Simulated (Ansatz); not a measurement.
**Relaxing CuP**

Theory: DFT PBE, scalar-relativistic, plane waves, PAW in Ansatz 0.2.0.

CuP was placed on the tungsten carbide structure type (P-6m2, No. 187), with Cu in place of W, P in place of C, at a guessed volume.

The final relaxation ran on this input, with the default PAW datasets:

```yaml
crystal:
  lattice:
    - [3.7033304869, 0.0, 0.0]
    - [-1.8516652434, 3.2071782803, 0.0]
    - [0.0, 0.0, 2.5196085485]
  atoms:
    - { symbol: Cu, position: [0.0, 0.0, 0.0] }
    - { symbol: P, position: [0.6666666667, 0.3333333333, 0.5] }
basis:
  ecutwfc: 420
kpoints:
  mp_grid: { grid: [18, 18, 22] }
hamiltonian:
  xc: pbe
scf:
  occupations: { method: gaussian, width: 0.1 }
output:
  forces: true
  stress: true
  eigenvalues: true
relax:
  adjacent_minimum: "off"
  f_tol: 0.01
  max_steps: 80
  cell: { stress_tol: 0.05 }
```

Launched as:

```bash
ansatz run input.yaml --threads 1 --pin off --max-ram 2560MiB --backend cpu --events-out ev --progress --plain --runs-dir out
```

The run took 98 s on 1 thread of Arm Neoverse V2, on a shared host, peak memory 0.53 GiB.

End of the output:

```
SCF converged after 6 iterations
Free energy (F): -7380.694405 eV
Harris-Foulkes:  -7380.694405 eV  (|F-HF|=1.82e-12)
Internal energy: -7380.690199 eV  (E = F + TS)
E sigma→0 (E₀):  -7380.692302 eV
Entropy (-TS):   -0.004205 eV (-2.103 meV/atom)
Fermi energy:    11.577387 eV
--- Per-component energies (eV) ---
  E_band       = -441.957149
  E_kinetic    = 369.162324
  E_local      = -5420.483324  (includes V_loc(G=0)·N_el)
  E_nonlocal   = 424.811431
  E_hartree    = 2410.674416
  E_xc         = -150.746847
  E_vxc        = -176.017801  (∫ρ·V_xc dr)
  E_paw        = -2232.964099  (= ΣΔE_a)
  E_vpaw       = -460.778897  (= ΣTr[D̂ρ^β])
  E_aug_tail   = 0.000315  (compensation charges beyond the density's cutoff)
  E_ewald      = -2781.144415
  E_smearing   = -0.004205  (= −TS)
  E_closure    = 0.000000  (closes the sum)
  Σ components = -7380.694405   (vs F -7380.694405, Δ=0.00e0)
--- Forces (eV/Å), atoms counted from 1 ---
  atom   1  Cu     0.00000000     0.00000000     0.00000000
  atom   2  P      0.00000000     0.00000000     0.00000000
  max |Σ_I F_I| component: 1.67e-16 eV/Å
--- Stress (GPa, compression-positive) ---
       -0.015426       0.000000       0.000000
        0.000000      -0.015426       0.000000
        0.000000       0.000000       0.000353
  P = ⅓ Tr σ = -0.0102 GPa (-0.102 kbar)
--- Relaxed structure (4 steps of the walk, 4 accepted, 1 SCFs on fresh bases) ---
  F+E_penalty+E_count = -7380.69440465 eV   max|allowed force component| = 1.388e-16 eV/Å   (the final SCF, on the basis selected at the relaxed cell)
  cell:  # Å, volume = 29.9710 Å³
    - [3.734449, 0.000000, 0.0]
    - [-1.867225, 3.234128, 0.0]
    - [0.0, 0.0, 2.481516]
  atoms:
    - { symbol: Cu, position: [0.000000, 0.000000, 0.0] }
    - { symbol: P, position: [0.666667, 0.333333, 0.5] }
```

Total energies depend on the potentials used, so only differences within one code and one set of settings carry meaning.

The result has space group P-6m2 (No. 187). Cu has 2 Cu at 2.48 Å and 6 P at 2.49 Å; P is coordinated by 2 P at 2.48 Å and 6 Cu at 2.49 Å.

Against the elements it lies at 0.08 eV/atom. The zero of energy is the elements' standard structures at the same level; no fitted shifts are applied.

The k mesh leaves about 4 meV/atom of noise in metals.

A structure relaxed within its symmetry needn't be a true minimum.